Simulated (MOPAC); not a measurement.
MOPAC input (PM3):

```
PM3 FORCE THERMO(298,298) PRECISE LET GEO-OK AUX(PRECISION=9) THREADS=1
C2H5N

C    -0.02450833 1   -0.40226489 1    0.74735375 1
N    -0.01935994 1    0.88121412 1   -0.00020221 1
C    -0.04552769 1   -0.40306708 1   -0.74593622 1
H     0.83881015 1    1.38203166 1   -0.01254911 1
H    -0.93077979 1   -0.62083785 1    1.32720911 1
H    -0.96775880 1   -0.62224930 1   -1.29981175 1
H     0.86534019 1   -0.73657098 1    1.29769298 1
H     0.82848147 1   -0.73798227 1   -1.32074058 1
```

From the output:

```
     H    8   0.018876   5.287422

          HEAT OF FORMATION =      31.572322 KCALS/MOLE

          ZERO POINT ENERGY      43.040 KCAL/MOL

           NORMAL COORDINATE ANALYSIS (Total motion = 1 Angstrom)

   Root No.       1         2         3         4         5         6         7         8

                 1 A'      1 A"      2 A'      2 A"      3 A'      3 A"      4 A'      4 A"

                 794.4     868.6     919.4     929.2     958.5    1028.5    1144.4    1156.9

           1    0.0007    0.0038    0.0022    0.0824    0.0002    0.0045    0.0220   -0.0461
           2   -0.0035    0.0026    0.0407    0.0117   -0.0245    0.0050   -0.0608    0.0426
           3    0.0057   -0.0100    0.0158   -0.0045    0.0200   -0.0351    0.0097   -0.0045
           4   -0.0065   -0.0090    0.0617   -0.0395   -0.0243   -0.0139   -0.0393    0.0060
           5    0.0038   -0.0154   -0.0359   -0.0679    0.0141   -0.0239    0.0229    0.0103
           6    0.0094   -0.0000   -0.0067    0.0000   -0.0082    0.0000   -0.0224   -0.0000
           7    0.0034    0.0004   -0.0343   -0.0306    0.0214    0.0021    0.0637    0.0598
           8    0.0011    0.0046   -0.0221    0.0774    0.0119    0.0064    0.0110   -0.0190
           9    0.0057    0.0100    0.0158    0.0045    0.0200    0.0351    0.0097    0.0045
          10    0.0501    0.0601   -0.0685   -0.1143   -0.1633    0.1029    0.0881   -0.0336
          11   -0.0292    0.1033    0.0399   -0.1966    0.0950    0.1769   -0.0512   -0.0578
          12    0.0504   -0.0000   -0.1009    0.0000   -0.1093    0.0000    0.0697    0.0000
          13    0.0020    0.1904   -0.1677    0.1123   -0.1029    0.0397   -0.1587    0.1054
          14   -0.2096   -0.1040    0.1182   -0.0479   -0.0760    0.1623    0.1518   -0.1661
          15   -0.0845    0.0472   -0.0444   -0.0138   -0.0595    0.0518    0.0032   -0.0118
          16    0.1831   -0.1845   -0.1857   -0.0972    0.0151    0.1214   -0.2104   -0.1965
          17    0.1019    0.1140    0.0873    0.0740    0.1270    0.1148    0.0629    0.0095
          18   -0.0845   -0.0472   -0.0444    0.0138   -0.0595   -0.0518    0.0032    0.0118
          19   -0.0074   -0.1588    0.0409    0.1331    0.1685   -0.0079   -0.0657    0.0779
          20    0.2101    0.1017    0.1323   -0.0416   -0.0929   -0.1681    0.1097   -0.1850
          21   -0.0739    0.0611   -0.0471   -0.0193   -0.0665    0.0408    0.0024    0.0017
          22   -0.1863    0.1670   -0.0948   -0.1019    0.1640   -0.1422   -0.1279   -0.1993
          23   -0.0975   -0.0877   -0.1010    0.0951   -0.1005   -0.0900    0.0028   -0.0238
          24   -0.0739   -0.0611   -0.0471    0.0193   -0.0665   -0.0408    0.0024   -0.0017

   Root No.       9        10        11        12        13        14        15        16

                 5 A"      5 A'      6 A'      6 A"      7 A'      7 A"      8 A'      8 A"

                1184.3    1193.0    1324.5    1380.9    1528.5    3043.8    3057.9    3085.3

           1    0.0017   -0.0170   -0.0193   -0.0280   -0.1034   -0.0013   -0.0010    0.0176
           2    0.0121    0.0245   -0.0157   -0.0166   -0.0756    0.0009    0.0011    0.0124
           3    0.0474    0.0283   -0.0026   -0.0008    0.0001   -0.0312   -0.0314   -0.0004
           4   -0.0225    0.0026    0.0328    0.0022    0.0663    0.0002   -0.0001    0.0001
           5   -0.0387   -0.0015   -0.0191    0.0038   -0.0386    0.0003    0.0000    0.0001
           6   -0.0000   -0.0550    0.0033    0.0000    0.0026   -0.0000    0.0006    0.0000
           7    0.0097   -0.0297    0.0041   -0.0006    0.0146    0.0014   -0.0015    0.0020
           8    0.0075    0.0027    0.0245   -0.0325    0.1273   -0.0007    0.0003    0.0214
           9   -0.0474    0.0283   -0.0026    0.0008    0.0001    0.0312   -0.0314    0.0004
          10    0.1810    0.3158    0.0124   -0.0129    0.0279   -0.0023   -0.0003    0.0003
          11    0.3112   -0.1837   -0.0072   -0.0222   -0.0162   -0.0039    0.0002    0.0004
          12   -0.0000    0.1639   -0.0114    0.0000   -0.0294   -0.0000   -0.0073    0.0000
          13   -0.0516   -0.0629   -0.1527    0.1561    0.0728   -0.1052   -0.1065   -0.0974
          14   -0.0879   -0.0281   -0.1122    0.0979    0.0366   -0.0812   -0.0857   -0.0783
          15   -0.0234   -0.0159   -0.1012    0.1319    0.1338    0.1930    0.1940    0.2024
          16   -0.0509   -0.0067    0.0220    0.0079    0.0042   -0.0186    0.0218   -0.0199
          17   -0.0883    0.0686    0.1882    0.1841   -0.0814   -0.1316    0.1350   -0.1234
          18    0.0234   -0.0159   -0.1012   -0.1319    0.1338   -0.1930    0.1940   -0.2024
          19    0.1323    0.1293   -0.1684    0.1461    0.0498    0.1216    0.1192   -0.1172
          20    0.0359   -0.0927   -0.1101    0.0973    0.0495    0.0699    0.0721   -0.0677
          21   -0.0444   -0.0212    0.1155   -0.1421   -0.1382    0.1848    0.1795   -0.1985
          22   -0.0342    0.1445    0.0124    0.0123   -0.0184    0.0006   -0.0037   -0.0009
          23    0.1328   -0.0665    0.2008    0.1751   -0.0678    0.1402   -0.1393   -0.1353
          24    0.0444   -0.0212    0.1155    0.1421   -0.1382   -0.1848    0.1795    0.1985

   Root No.      17        18

                 9 A'     10 A'

                3086.2    3422.4

           1   -0.0189   -0.0013
           2   -0.0128   -0.0002
           3   -0.0001   -0.0005
           4    0.0007    0.0302
           5   -0.0004   -0.0176
           6    0.0002   -0.0556
           7    0.0017   -0.0005
           8    0.0227    0.0012
           9   -0.0001   -0.0005
          10    0.0027   -0.4081
          11   -0.0016    0.2374
          12   -0.0044    0.7709
          13    0.0945   -0.0024
          14    0.0754   -0.0007
          15   -0.1982    0.0009
          16   -0.0188   -0.0005
          17   -0.1194    0.0024
          18   -0.1982    0.0009
          19    0.1177    0.0090
          20    0.0677    0.0010
          21    0.2003    0.0065
          22   -0.0007    0.0035
          23   -0.1358   -0.0083
          24    0.2003    0.0065

           MASS-WEIGHTED COORDINATE ANALYSIS (NORMAL COORDINATES)

   Root No.       1         2         3         4         5         6         7         8

                 1 A'      1 A"      2 A'      2 A"      3 A'      3 A"      4 A'      4 A"

                 794.4     868.6     919.4     929.2     958.5    1028.5    1144.4    1156.9

           1    0.0055    0.0297    0.0149    0.4658    0.0014    0.0345    0.1428   -0.3127
           2   -0.0263    0.0205    0.2732    0.0659   -0.1861    0.0385   -0.3952    0.2888
           3    0.0431   -0.0776    0.1062   -0.0253    0.1517   -0.2684    0.0629   -0.0303
           4   -0.0532   -0.0750    0.4474   -0.2412   -0.1998   -0.1148   -0.2759    0.0437
           5    0.0309   -0.1289   -0.2602   -0.4147    0.1162   -0.1974    0.1604    0.0751
           6    0.0760   -0.0000   -0.0487    0.0000   -0.0675    0.0000   -0.1573   -0.0000
           7    0.0256    0.0031   -0.2301   -0.1730    0.1624    0.0164    0.4141    0.4056
           8    0.0082    0.0360   -0.1481    0.4374    0.0908    0.0491    0.0714   -0.1290
           9    0.0431    0.0776    0.1062    0.0253    0.1517    0.2684    0.0629    0.0303
          10    0.1093    0.1348   -0.1333   -0.1872   -0.3599    0.2277    0.1659   -0.0661
          11   -0.0636    0.2317    0.0775   -0.3219    0.2093    0.3915   -0.0965   -0.1136
          12    0.1099   -0.0000   -0.1962    0.0000   -0.2408    0.0000    0.1313    0.0000
          13    0.0043    0.4269   -0.3262    0.1840   -0.2268    0.0879   -0.2989    0.2072
          14   -0.4568   -0.2332    0.2299   -0.0784   -0.1673    0.3591    0.2859   -0.3263
          15   -0.1843    0.1058   -0.0864   -0.0225   -0.1311    0.1146    0.0060   -0.0231
          16    0.3992   -0.4139   -0.3611   -0.1591    0.0333    0.2687   -0.3963   -0.3861
          17    0.2222    0.2557    0.1698    0.1211    0.2799    0.2540    0.1184    0.0187
          18   -0.1843   -0.1058   -0.0864    0.0225   -0.1311   -0.1146    0.0060    0.0231
          19   -0.0161   -0.3562    0.0796    0.2179    0.3712   -0.0174   -0.1237    0.1530
          20    0.4580    0.2282    0.2573   -0.0681   -0.2046   -0.3719    0.2067   -0.3635
          21   -0.1611    0.1370   -0.0915   -0.0316   -0.1465    0.0904    0.0045    0.0034
          22   -0.4060    0.3745   -0.1843   -0.1669    0.3614   -0.3147   -0.2408   -0.3916
          23   -0.2125   -0.1968   -0.1964    0.1558   -0.2214   -0.1991    0.0053   -0.0468
          24   -0.1611   -0.1370   -0.0915    0.0316   -0.1465   -0.0904    0.0045   -0.0034

   Root No.       9        10        11        12        13        14        15        16

                 5 A"      5 A'      6 A'      6 A"      7 A'      7 A"      8 A'      8 A"

                1184.3    1193.0    1324.5    1380.9    1528.5    3043.8    3057.9    3085.3

           1    0.0109   -0.1063   -0.1373   -0.2010   -0.4719   -0.0090   -0.0070    0.1244
           2    0.0795    0.1531   -0.1116   -0.1189   -0.3453    0.0063    0.0079    0.0871
           3    0.3103    0.1770   -0.0188   -0.0059    0.0004   -0.2194   -0.2215   -0.0028
           4   -0.1590    0.0174    0.2519    0.0170    0.3268    0.0013   -0.0006    0.0005
           5   -0.2734   -0.0101   -0.1465    0.0292   -0.1901    0.0022    0.0003    0.0009
           6   -0.0000   -0.3715    0.0253    0.0000    0.0128   -0.0000    0.0048    0.0000
           7    0.0637   -0.1856    0.0291   -0.0040    0.0667    0.0099   -0.0104    0.0142
           8    0.0488    0.0166    0.1745   -0.2335    0.5809   -0.0047    0.0022    0.1512
           9   -0.3103    0.1770   -0.0188    0.0059    0.0004    0.2194   -0.2215    0.0028
          10    0.3433    0.5727    0.0255   -0.0269    0.0369   -0.0046   -0.0006    0.0005
```
